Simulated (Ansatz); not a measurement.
# BH₃ (triplet): the correlation ladder, def2-QZVPP

One table from this session's results is given with a row withheld; the runs are named, their logs left out.

The runs use Ansatz 0.2.0, Gaussian basis; def2-QZVPP, core rule «outside noble gas», up to 1 orbitals frozen.

To be run: UHF; ROHF; CCSD(T) on UHF.

2 further runs of the same task are left out: 2 set aside as unsound or not needed.

## The geometry

The geometry is a PBE0/def2-TZVP stationary point (not a proven minimum).

4 atoms, charge 0, spin multiplicity 3.

Atoms are counted from 1 here; the program's logs count them from 0.

Bond lengths: B1–H2 1.281 Å, B1–H3 1.186 Å, B1–H4 1.281 Å. Angles: H2–B1–H3 117.7°, H2–B1–H4 49.8°, H3–B1–H4 117.7°.

Set-up of the first run:

Input file in.yaml:

```yaml
crystal:
  periodic: [false, false, false]
  atoms:
    - {symbol: B, position_ang: [-0.114887, 0.000009, 0.089052]}
    - {symbol: H, position_ang: [0.311423, 0.539087, -0.991887]}
    - {symbol: H, position_ang: [0.609492, -0.000048, 1.028622]}
    - {symbol: H, position_ang: [0.311340, -0.539134, -0.991888]}
basis:
  gaussian: {orbitals: "def2-QZVPP.json"}
magnetization: {spin_polarized: true, initial_magnetization: 2}
hamiltonian: {xc: hf}
output: {orbitals: {seedname: orbitals}}
```

The run is started by

```console
> ansatz run in.yaml --threads 1 --pin off --events-out ev --progress --plain --max-ram 2393MiB
```

Steps of the session up to this table: UHF; ROHF; CCSD(T) on UHF.

One table of the session follows, with a row left open; its other results are not shown here.

It belongs to the step «Misses and costs». 

```
  method  from UCCSD(T) (kJ/mol)
    ROHF                  +354.4
     UHF                       ?
    UMP2                   +58.4
   UCCSD                    +9.5
UCCSD(T)                       0
```

Estimate the missing values for UHF.

The run gave: from UCCSD(T) (kJ/mol): +346.2. In the column «from UCCSD(T) (kJ/mol)» it lies between UMP2 (+58.4) and ROHF (+354.4).
